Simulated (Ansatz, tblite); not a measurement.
Cost and result up the ladder for Si(OH)H3 (SiOH4) (6 atoms). The state is a singlet with charge 0. Geometry: r2SCAN-D4/def2-TZVP.

Cartesian coordinates in Å:
```
Si -0.300 -0.158 0.204
O 0.618 0.945 -0.610
H 1.463 0.650 -0.958
H 0.403 -0.680 1.407
H -0.658 -1.319 -0.654
H -1.526 0.561 0.613
```

Ansatz on 4 threads of AMD EPYC 9B14 on a shared host; xTB runs through tblite on one thread. Times are rough, summed over both states, and most runs start from the orbitals of an earlier one. PBE0-D4/def2-TZVP serves as the yardstick here, not as an exact answer. The other state is a triplet.

The xTB rows come from tblite.

xTB has no spin-polarisation term.

```csv
level,functions,wall time,vertical triplet (eV),difference from PBE0-D4/def2-TZVP (eV)
GFN2-xTB,17,0.003 s,6.93,0.20
GFN1-xTB,21,0.006 s,7.70,0.97
PBE-D4/def2-TZVP,92,0.8 s,6.27,-0.47
PBE0-D4/def2-TZVP,92,1.1 s,6.73,0.00
r2SCAN-D4/def2-TZVP,92,1.6 s,6.54,-0.19
```
